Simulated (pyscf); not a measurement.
## Four-centre exchange: H₂B–F (SMILES BF) + SiH₄ (SMILES [SiH4]) → BH₃ (SMILES B) + F–SiH₃ (SMILES F[SiH3])

Gas phase, singlet surface, charge 0. Bonds broken: B1–F2, Si5–H6. Bonds formed: B1–H6, F2–Si5. PySCF, gas phase, ωB97X-D3(BJ)/def2-SVP geometries. Correlated levels are frozen-core, on RHF or UHF. ΔMP2 is the change of the MP2 total energy from the triple- to the quadruple-zeta basis.

Transition state (Å):

```xyz
9

B     -1.8539    -0.3314     0.0142
F     -0.7504     0.1521     0.9709
H     -2.1064    -1.4999     0.1797
H     -2.7391     0.4906    -0.0360
Si     0.2479     0.6222    -0.5619
H     -1.1594    -0.2604    -1.0739
H      1.1735    -0.5313    -0.5423
H      0.1303     1.1567    -1.9542
H      0.7096     1.7988     0.2256
```

One imaginary mode, 351i cm⁻¹; descent along it reached the two sides named, in the forms told below.

| bond | change | reactant side (Å) | saddle | product side |
|---|---|---|---|---|
| B1–F2 | breaks | 1.328 | 1.538 | 1.891 |
| Si5–H6 | breaks | 1.494 | 1.738 | 2.7 |
| B1–H6 | forms | 2.562 | 1.293 | 1.218 |
| F2–Si5 | forms | 3.2 | 1.889 | 1.673 |

Electronic energies relative to the separated reactants (kJ/mol):

| level | barrier | reaction energy | reverse barrier |
|---|---|---|---|
| ωB97X-D3(BJ)/def2-TZVP | 63.5 | +26.6 | 36.9 |
| PBE/def2-TZVP | 55.3 | +38.9 | 16.4 |
| r²SCAN/def2-TZVP | 56.3 | +30.8 | 25.5 |
| B3LYP-D3(BJ)/def2-TZVP | 74.0 | +29.3 | 44.6 |
| PBE0-D3(BJ)/def2-TZVP | 56.3 | +34.3 | 22.0 |
| M06-2X/def2-TZVP | 65.8 | +23.8 | 42.1 |
| ωB97M-D3(BJ)/def2-TZVP | 66.3 | +28.6 | 37.8 |
| HF/def2-TZVP | 138.4 | +17.8 | 120.5 |
| MP2/def2-QZVPP | 65.6 | +19.8 | 45.9 |
| CCSD/def2-TZVPP | 81.5 | +25.2 | 56.3 |
| CCSD(T)/def2-TZVPP | 73.5 | +27.5 | 46.0 |
| CCSD(T)/def2-TZVPP + ΔMP2(QZVPP) | 70.5 | +24.1 | 46.5 |

With CCSD(T)/def2-TZVPP + ΔMP2(QZVPP) energies and thermal terms (ideal gas, 1 atm, RRHO with modes under 100 cm⁻¹ raised to 100, one conformer, R ln 2 for rigid chiral ones), in kJ/mol:

```tsv
T (K)	ΔH‡	ΔG‡	ΔH	ΔG
298	78.5	119.6	+23.5	+23.5
600	78.5	161.4	+24.4	+23.2
900	80.0	202.5	+24.8	+22.5
1200	82.0	243.0	+24.8	+21.8
```

On the product side the descent ends in a complex, 18.2 kJ/mol under the separated species and 55.1 kJ/mol under the saddle at ωB97X-D3(BJ)/def2-TZVP. One saddle was located; it need not be the lowest between these sides. The CCSD(T) − MP2 part came from Ansatz, without density fitting, on the same reference.
